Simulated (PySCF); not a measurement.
amide anion, H2N (charge -1), SMILES [NH2-], point group C2v.

Level: B3LYP/pcJ-1 in PySCF (density fitting, grid level 2); geometry and Hessian at that level, cubic constants and property derivatives from steps of ±0.6 along each species' dimensionless normal coordinates, second-order vibrational perturbation theory. The parent has the commonest isotopes.

Equilibrium geometry (Å):

```json
{"atom": "N1", "x": "0.0225", "y": "0.4481", "z": "-0.0096"}
{"atom": "H2", "x": "-0.7795", "y": "-0.2162", "z": "-0.0437"}
{"atom": "H3", "x": "0.8030", "y": "-0.2421", "z": "0.0031"}
```

Question: Give the equilibrium and ground-state rotational constants (MHz) of parent; ¹⁵N at 1; ²H at 2; ²H at 2, ²H at 3; ¹⁵N at 1, ²H at 2.

Answer: 
```tsv
species	Ae	Be	Ce	A0	B0	C0	Δ0 (u Å²)	harmonic ZPE (cm⁻¹)
parent	625060	400030	243920	619360	398680	236580	0.052	3883
¹⁵N at 1	619840	400030	243120	614190	398690	235810	0.053	3874
²H at 2	544400	244270	168610	539680	243310	164460	0.059	3366
²H at 2, ²H at 3	352070	200170	127610	349760	199650	124870	0.071	2833
¹⁵N at 1, ²H at 2	540160	243280	167730	535500	242330	163610	0.060	3356
```

Δ0 = Ic − Ia − Ib from the ground-state constants.

Question: How is the parent's vibrational correction B0 − Be made up?

Answer: 
| axis | harmonic | Coriolis | cubic | total (MHz) |
| --- | --- | --- | --- | --- |
| a | 25900 | -0 | -31600 | -5710 |
| b | 10100 | -0 | -11400 | -1350 |
| c | 1930 | -220 | -9050 | -7340 |

Question: And its quartic centrifugal distortion constants from the harmonic force field?

Answer: Asymmetric top, A reduction, Ir representation: ΔJ = 33500 kHz, ΔJK = -97100 kHz, ΔK = 403000 kHz, δJ = 13300 kHz, δK = 8540 kHz.
